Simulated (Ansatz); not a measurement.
Basis-set extrapolation for CH3BO, SMILES `B1CO1` (PBE0-D4/def2-TZVP geometry, frozen core, the Gaussian-basis code of Ansatz). Multiplicity 1, RHF reference.

```
                      def2-TZVPP   def2-QZVPP
                 HF  -139.194016  -139.200764
    MP2 correlation    -0.499245    -0.534851
CCSD(T) correlation    -0.538238      not run
```

Energies in hartree. Use E(X) = E(∞) + A·exp(−7.88·√X) for Hartree–Fock and E(X) = E(∞) + B·X^(−2.97) for correlation, with X = 3 and 4, and add CCSD(T) minus MP2 of the smaller set to the MP2 limit.

Problem. What is the CCSD(T) energy at the basis-set limit?

Solution. HF limit: -139.200764 + (-0.006748) × 0.13774 = -139.20169. MP2 limit: -0.534851 + (-0.035606) × 0.74074 = -0.56123. Higher-order term: -0.538238 − (-0.499245) = -0.03899. Total: -139.80191 hartree, 1.90 eV below CCSD(T)/def2-TZVPP.
